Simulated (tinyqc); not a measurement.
RKS/BLYP in the sto-3g basis, for BH, spin multiplicity 1, step by step. Computed by tinyqc, a small Python program that keeps every step (integrals from PySCF). Settings: charge = 0, multiplicity = 1, basis = sto-3g, energy threshold = 1e-09, iteration cap = 52, orthogonalisation = canonical, start = atomic densities, DIIS depth = 0, method = RKS, functional = blyp, grid = [40, 14]. Command: `OMP_NUM_THREADS=1 python tinyqc.py 26864 26865 out.jsonl` (the two numbers bound the seeds that draw the settings). One thread of a shared host (Intel(R) Xeon(R) Processor @ 2.60GHz), about 1 s of CPU time with the checks.

Geometry (angstrom):
```
atom,x,y,z
B,0.000000,0.000000,0.000000
H,0.000000,0.000000,2.112000
```

Stop when the energy changes by less than 1e-09 hartree and every element of the error matrix X^T (F D S - S D F) X is below 9e-06.

Course of the cycle:
```
iteration,E (hartree),change,largest element of the error matrix
1,-24.86312298,-,8.07e-02
2,-24.69469411,1.68e-01,2.40e-01
3,-24.14434294,5.50e-01,1.54e-01
4,-24.38123135,-2.37e-01,2.37e-01
5,-23.96855529,4.13e-01,2.58e-01
6,-24.23451997,-2.66e-01,2.79e-01
7,-23.91910934,3.15e-01,2.72e-01
8,-24.21445668,-2.95e-01,2.78e-01
9,-23.91610639,2.98e-01,2.73e-01
10,-24.21599086,-3.00e-01,2.78e-01
11,-23.91583937,3.00e-01,2.73e-01
12,-24.21444033,-2.99e-01,2.78e-01
13,-23.91457382,3.00e-01,2.74e-01
14,-24.21292651,-2.98e-01,2.78e-01
...,...,...,...
39,-23.91551504,2.98e-01,2.73e-01
40,-24.21490134,-2.99e-01,2.78e-01
41,-23.91548368,2.99e-01,2.73e-01
42,-24.21416283,-2.99e-01,2.78e-01
43,-23.91664232,2.98e-01,2.72e-01
44,-24.22085332,-3.04e-01,2.77e-01
45,-23.91563326,3.05e-01,2.73e-01
46,-24.21307221,-2.97e-01,2.78e-01
47,-23.91395339,2.99e-01,2.74e-01
48,-24.21252932,-2.99e-01,2.78e-01
49,-23.91369087,2.99e-01,2.74e-01
50,-24.21238252,-2.99e-01,2.78e-01
51,-23.91366931,2.99e-01,2.74e-01
52,-24.21237904,-2.99e-01,2.78e-01
```

Can the last value be used, and what does the course show?

Not by the stop rule. Not converged within the cap of 52 iterations: the residual has stopped falling: the iteration swings between two states. Reruns (cap 100 unless said): DIIS 8: converged in 16; damping 0.5: not converged; level shift 0.5: converged in 11; atomic densities as start, DIIS 8: converged in 16; the original settings with a cap of 400: not converged. PySCF RKS in the same basis, fine grid = -24.80020342 hartree, which differs from a converged run on this coarse grid by the grid error.
